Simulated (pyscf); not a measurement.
Four-centre exchange: H₂B–NH₂ (SMILES BN) + HCl (SMILES Cl) → H₂B–NH₂ (SMILES BN) + HCl (SMILES Cl)

Gas phase, singlet surface, charge 0. Bonds broken: N2–H5, Cl7–H8. Bonds formed: N2–H8, H5–Cl7. Single points on ωB97X-D3(BJ)/def2-SVP structures (PySCF, gas phase). MP2 and CC: frozen core, UHF for open shells. ΔMP2 is the change of the MP2 total energy from the triple- to the quadruple-zeta basis.

Transition state (Å):

```xyz
8

B     -1.7635    -0.5407    -0.2881
N     -0.8374     0.6075    -0.2542
H     -1.2933    -1.5930    -0.6116
H     -2.9167    -0.3686     0.0035
H      0.1145     0.3437     0.2070
H     -1.1796     1.5308     0.0140
Cl     1.6967    -0.0139    -0.9471
H     -0.1805     0.6204    -1.1245
```

One imaginary mode, 763i cm⁻¹; descent along it reached the two sides named.

| bond | change | reactant side (Å) | saddle | product side |
|---|---|---|---|---|
| N2–H5 | breaks | 1.014 | 1.090 | 2.157 |
| Cl7–H8 | breaks | 1.292 | 1.989 | 3.7 |
| N2–H8 | forms | 2.158 | 1.090 | 1.014 |
| H5–Cl7 | forms | 3.7 | 1.991 | 1.292 |

Electronic energies relative to the separated reactants (kcal/mol):

| level | barrier | reaction energy | reverse barrier |
|---|---|---|---|
| ωB97X-D3(BJ)/def2-TZVP | 31.6 | 0.0 | 31.6 |
| PBE/def2-TZVP | 29.2 | 0.0 | 29.2 |
| r²SCAN/def2-TZVP | 29.3 | 0.0 | 29.3 |
| B3LYP-D3(BJ)/def2-TZVP | 30.4 | 0.0 | 30.4 |
| PBE0-D3(BJ)/def2-TZVP | 29.2 | 0.0 | 29.2 |
| M06-2X/def2-TZVP | 30.8 | 0.0 | 30.8 |
| ωB97M-D3(BJ)/def2-TZVP | 31.9 | 0.0 | 31.9 |
| HF/def2-TZVP | 37.4 | 0.0 | 37.4 |
| MP2/def2-QZVPP | 31.1 | 0.0 | 31.1 |
| CCSD/def2-TZVPP | 35.6 | 0.0 | 35.6 |
| CCSD(T)/def2-TZVPP | 34.7 | 0.0 | 34.7 |
| CCSD(T)/def2-TZVPP + ΔMP2(QZVPP) | 33.1 | 0.0 | 33.1 |

With CCSD(T)/def2-TZVPP + ΔMP2(QZVPP) energies and thermal terms (ideal gas, 1 atm, RRHO with modes under 100 cm⁻¹ raised to 100, one conformer, R ln 2 for rigid chiral ones), in kcal/mol:

```tsv
T (K)	ΔH‡	ΔG‡	ΔH	ΔG
298	33.4	42.4	0.0	0.0
600	33.0	51.6	0.0	0.0
900	33.0	61.0	0.0	0.0
1200	33.3	70.3	0.0	0.0
```

The same reactants have a lower exit, to H₂B–Cl + NH₃ (barrier +14.3 kcal/mol at ωB97M-D3(BJ), against +31.9 kcal/mol here). One saddle was located; it need not be the lowest between these sides. The CCSD(T) − MP2 part came from Ansatz, without density fitting, on the same reference.
